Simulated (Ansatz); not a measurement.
# O–CH₂, singlet: reading a ladder of total energies

Geometry: a PBE0/def2-TZVP stationary point for this spin, not checked as a minimum.

```json
{"atom": "O", "x (Å)": "0.0000", "y (Å)": "0.0000", "z (Å)": "0.5979"}
{"atom": "C", "x (Å)": "0.0000", "y (Å)": "0.0000", "z (Å)": "-0.5975"}
{"atom": "H", "x (Å)": "0.0000", "y (Å)": "-0.9400", "z (Å)": "-1.1855"}
{"atom": "H", "x (Å)": "0.0000", "y (Å)": "0.9400", "z (Å)": "-1.1855"}
```

Basis cc-pVTZ; Ansatz 0.2.0. Only valence electrons are correlated (noble-gas cores frozen), which leaves 12 electrons in 86 orbitals. Prefix R: restricted or restricted open-shell reference.

Full CI isn't at hand for all of this; RCCSDT(Q) serves as the reference, and is uncertain by about the last step of the cluster series.

Runs differ by some tens of microhartree through their thresholds, so steps under 0.03 kcal/mol mean nothing.

| level | total energy (hartree) |
| --- | --- |
| RHF | -113.912285 |
| RMP2 | -114.306808 |
| RCCSD | -114.317157 |
| RCCSD(T) | -114.333555 |
| RCCSDT | -114.333729 |
| RCCSDT(Q) | -114.334714 |

**Question.** What is the correlation energy at RCCSDT(Q), and what share of it do RMP2 and RCCSD(T) recover?

**Answer.** E(corr) = -114.334714 − (-113.912285) = -0.422429 hartree = -11.495 eV. RMP2: -0.394523 / -0.422429 = 93.39 %. RCCSD(T): -0.421270 / -0.422429 = 99.73 %.

**Question.** By how many kcal/mol does RCCSD(T) miss RCCSDT(Q) (1 hartree = 627.509 kcal/mol), and which steps make up the rest?

**Answer.** -114.333555 − (-114.334714) = 0.001159 hartree = 0.73 kcal/mol. Steps: RCCSDT − RCCSD(T) = -0.11, RCCSDT(Q) − RCCSDT = -0.62 kcal/mol. That is within 1 kcal/mol of the reference in this basis, which itself misses far more of the correlation at the basis-set limit.
